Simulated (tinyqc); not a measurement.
Worked calculation (part 3 of 3): RHF in the sto-6g basis, for NH3, spin multiplicity 1. Computed by tinyqc, a small Python program that keeps every step (integrals from PySCF). Command: `OMP_NUM_THREADS=1 python tinyqc.py 26136 26137 out.jsonl` (the two numbers bound the seeds that draw the settings). One thread of a shared host (Intel(R) Xeon(R) Processor @ 2.60GHz), about 0.2 s of CPU time with the checks.

Geometry (angstrom):
```
atom          x          y         z
N      0.000000   0.000000  0.289000
H      1.139000   0.000000  0.000000
H     -0.569000   0.986000  0.000000
H     -0.569000  -0.986000  0.000000
```

## Populations, bond orders and dipole

D after iteration 18, order 1N 1s, 1N 2s, 1N 2px, 1N 2py, 1N 2pz, 2H 1s, 3H 1s, 4H 1s:
$$\begin{pmatrix}
2.083540 & -0.341963 & 0.000006 & 0.000000 & -0.085716 & -0.059689 & -0.059718 & -0.059718 \\
-0.341963 & 1.460798 & 0.000058 & 0.000000 & 0.486637 & 0.174372 & 0.174316 & 0.174316 \\
0.000006 & 0.000058 & 0.655815 & 0.000000 & -0.000028 & 0.589295 & -0.294523 & -0.294523 \\
0.000000 & 0.000000 & 0.000000 & 0.655734 & 0.000000 & 0.000000 & 0.510181 & -0.510181 \\
-0.085716 & 0.486637 & -0.000028 & 0.000000 & 1.756438 & -0.255244 & -0.255314 & -0.255314 \\
-0.059689 & 0.174372 & 0.589295 & 0.000000 & -0.255244 & 0.611975 & -0.182170 & -0.182170 \\
-0.059718 & 0.174316 & -0.294523 & 0.510181 & -0.255314 & -0.182170 & 0.611710 & -0.182164 \\
-0.059718 & 0.174316 & -0.294523 & -0.510181 & -0.255314 & -0.182170 & -0.182164 & 0.611710
\end{pmatrix}$$

overlap S, order 1N 1s, 1N 2s, 1N 2px, 1N 2py, 1N 2pz, 2H 1s, 3H 1s, 4H 1s:
$$\begin{pmatrix}
1.000000 & 0.229416 & 0.000000 & 0.000000 & 0.000000 & 0.041442 & 0.041497 & 0.041497 \\
0.229416 & 1.000000 & 0.000000 & 0.000000 & 0.000000 & 0.399923 & 0.400244 & 0.400244 \\
0.000000 & 0.000000 & 1.000000 & 0.000000 & 0.000000 & 0.367501 & -0.183789 & -0.183789 \\
0.000000 & 0.000000 & 0.000000 & 1.000000 & 0.000000 & 0.000000 & 0.318482 & -0.318482 \\
0.000000 & 0.000000 & 0.000000 & 0.000000 & 1.000000 & -0.093247 & -0.093348 & -0.093348 \\
0.041442 & 0.399923 & 0.367501 & 0.000000 & -0.093247 & 1.000000 & 0.125352 & 0.125352 \\
0.041497 & 0.400244 & -0.183789 & 0.318482 & -0.093348 & 0.125352 & 1.000000 & 0.125386 \\
0.041497 & 0.400244 & -0.183789 & -0.318482 & -0.093348 & 0.125352 & 0.125386 & 1.000000
\end{pmatrix}$$

Mulliken: Z minus the diagonal of D S on the atom; Loewdin: the same with S^(1/2) D S^(1/2); Mayer order: 2 sum_s sum (D(s) S)_ij (D(s) S)_ji over the two atoms.

Charges (e):
```
atom   Mulliken    Loewdin
1N    -0.378525  -0.269184
2H     0.126066   0.089664
3H     0.126229   0.089760
4H     0.126229   0.089760
```

Mayer bond orders:
```
pair     order
2-1   0.941772
3-1   0.941720
3-2   0.021168
4-1   0.941720
4-2   0.021168
4-3   0.021179
```

dipole moment about the origin, x y z (debye): [-0.000026, 0.000000, -1.336747]
